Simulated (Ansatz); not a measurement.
The same path of BH3O + H2S (8 atoms, charge 0, multiplicity 1) was run twice with different band settings. Lost on the way: S6–H8. Made: B1–S6, O2–H8.

These are results of RKS PBE0/cc-pVDZ in Ansatz 0.2.0, not measurements.

Relaxed end points:

```xyz
8
Properties=species:S:1:pos:R:3
B -0.035 -0.319 0.147
O -0.309 -0.770 1.396
H -1.245 -0.970 1.514
H 1.125 -0.071 -0.080
H -0.904 -0.218 -0.690
S -0.034 2.861 1.418
H 1.264 2.716 1.059
H 0.030 1.798 2.256
```

```xyz
8
Properties=species:S:1:pos:R:3
B 0.079 0.478 0.218
O -0.236 -0.277 1.746
H -1.100 -0.712 1.686
H 1.170 0.060 -0.079
H -0.876 0.132 -0.445
S -0.024 2.308 0.638
H 1.271 2.508 0.983
H -0.391 0.531 2.275
```

Common settings: climbing image yes; spring 5.0 eV/Å²; optimiser quadratic models (default); start path through a guess of the saddle point; force threshold 0.05 eV/Å; iteration limit 60; end points relaxed.

| run | movable images |
| --- | --- |
| 1 | 7 |
| 2 | 1 |

What does each run give, and how far can it be trusted?

Run 1: converged after 14 iterations, highest image 0.697 eV above the first end. A vibrational analysis at the climbing image gives one clearly imaginary mode, 1026i cm⁻¹: a first-order saddle point.
Run 2: converged after 20 iterations, highest image 0.698 eV above the first end. Another band between the same ends (7 images) ends at a top of the same energy, where a vibrational analysis finds 1 clearly imaginary mode. So few images can step over the top or miss a turn of the path.
The orbitals stay closed-shell, which can raise the energy where a bond breaks towards radicals; this wasn't checked here.
